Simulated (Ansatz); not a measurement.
Ansatz (an electronic-structure program) input:

Ansatz 0.2 input:
```yaml
crystal:
  periodic: [false, false, false]
  atoms:
    - {symbol: C, position_ang: [0.01278651, 0.10878287, 0.77591448]}
    - {symbol: C, position_ang: [-0.01004020, 0.03731449, -0.57342092]}
    - {symbol: H, position_ang: [0.02491044, -0.93690889, 1.17613433]}
    - {symbol: H, position_ang: [-0.02531590, 0.94370798, -1.19774587]}
    - {symbol: H, position_ang: [-0.01607244, -0.88338326, -1.19334978]}
basis:
  gaussian:
    orbitals: def2-TZVPD
hamiltonian:
  xc: {name: B97M-V}
total_charge: -1
output: {forces: true}
```

Problem. Predict the final energy.

Solution. -77.95139 Eh (B97M-V/def2-TZVPD). The basis has 101 functions.

It need not be the lowest isomer of its formula. Whether it binds its extra electron was not tested at this geometry.
